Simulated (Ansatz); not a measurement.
**How close CCSD(T) comes to the exact answer in a basis**

Each species is computed at the geometry given (Å), with frozen cores, in Ansatz 0.2.0: RHF-CCSD(T) for singlets, UHF-CCSD(T) otherwise, and full CI in the same basis. The program picks the determinant by trial CCSD, so it needn't be the lowest Hartree–Fock solution. States: HAl–NH A', AlP Π, BH2⁺ Σ⁺ or Δ, H2Al–C⁺ B1. Cases whose determinant has another symmetry than full CI's state, or whose (Q) step broke down, weren't drawn.

Problem. Judging by size, spin and bonding and the diagnostics given, rank them by the size of CCSD(T)'s error in total energy against full CI in the same basis, smallest first (an estimate).
A. H2Al–C⁺, triplet, 6-31G: Al 0.000 0.000 0.541; C 0.000 0.000 -1.429; H 0.000 1.405 1.271; H 0.000 -1.405 1.271. T1 0.037, (T) -60 meV in a correlation energy of -2.48 eV
B. HAl–NH, quintet, 6-31G: Al 0.000 -0.085 0.621; N 0.000 0.036 -1.144; H 0.000 1.350 1.354; H 0.000 0.427 -2.073. T1 0.026, (T) -39 meV in a correlation energy of -2.69 eV
C. BH₂⁺, singlet, cc-pVQZ: B 0.000 0.000 0.143; H 0.000 0.000 -1.466; H 0.000 0.000 1.322. T1 0.009, (T) -39 meV in a correlation energy of -2.62 eV
D. AlP, triplet, cc-pVDZ: Al 0.000 0.000 0.000; P 0.000 0.000 2.073. T1 0.031, (T) -214 meV in a correlation energy of -4.49 eV

Solution. C (11.2 meV), B (19.0 meV), A (43.0 meV), D (61.2 meV).

| species | basis | correlated electrons | CCSD(T) − full CI (meV) | CCSDT(Q) − full CI (meV) | unpaired electrons (full CI) | T1 | ⟨S²⟩ of the determinant |
| --- | --- | --- | --- | --- | --- | --- | --- |
| BH2⁺, singlet | cc-pVQZ | 4 | 11.2 | 0.3 | 0.04 | 0.009 | 0.00 |
| HAl–NH, quintet | 6-31G | 10 | 19.0 | -0.8 | 4.02 | 0.026 | 6.01 |
| H2Al–C⁺, triplet | 6-31G | 8 | 43.0 | -0.9 | 2.08 | 0.037 | 2.00 |
| AlP, triplet | cc-pVDZ | 8 | 61.2 | -2.0 | 2.13 | 0.031 | 2.04 |

Unpaired electrons are Σ n²(2−n)² over natural occupations; an open shell counts its own unpaired electrons too. Frozen cores follow each run's orbitals, which moves totals by a few meV.
